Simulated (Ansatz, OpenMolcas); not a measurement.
**Si2NH7 (SMILES [SiH3]N[SiH3]): methods side by side**

Si2NH7: 10 atoms, total charge 0, spin state singlet. SMILES: `[SiH3]N[SiH3]`. The shape is that of a PBE0-D4/def2-TZVP optimisation.

```csv
atom,x (Å),y (Å),z (Å)
Si,-1.0428,0.7584,-0.8800
N,0.1200,0.5004,0.3687
Si,0.9958,-0.9353,0.7554
H,-1.3736,-0.5673,-1.4582
H,-0.5323,1.6454,-1.9626
H,-2.2743,1.3936,-0.3364
H,0.3620,1.3173,0.9129
H,0.4031,-2.0423,-0.0347
H,0.8972,-1.2430,2.2083
H,2.4448,-0.8272,0.4267
```

Quantity: the HOMO–LUMO gap, in eV. The values are calculated.

```
                                 level                    kind     program  value (eV)  CPU time
       HF/6-31G* (spherical functions)            Hartree–Fock  OpenMolcas       14.21     3.5 s
    SVWN5/6-31G* (spherical functions)                     LDA      Ansatz        5.29     1.6 s
     BLYP/6-31G* (spherical functions)                     GGA      Ansatz        5.46     2.4 s
    M06-L/6-31G* (spherical functions)                meta-GGA  OpenMolcas        6.44      25 s
  r2SCAN0/6-31G* (spherical functions)         hybrid meta-GGA      Ansatz        8.19     4.9 s
    B3LYP/6-31G* (Cartesian functions)           global hybrid  OpenMolcas        7.21      21 s
CAM-B3LYP/6-31G* (spherical functions)  range-separated hybrid      Ansatz       10.06     3.2 s
 PBE-QIDH/6-31G* (spherical functions)           double hybrid      Ansatz       11.61       4 s
```

The values span 5.29 to 14.21 eV. Orbital gaps aren't excitation energies, and those of double hybrids come from the SCF part alone; they tend to grow with the share of exact exchange. CPU times are rough (shared hosts, several kinds of processor): they show what a rung costs within a factor of a few.
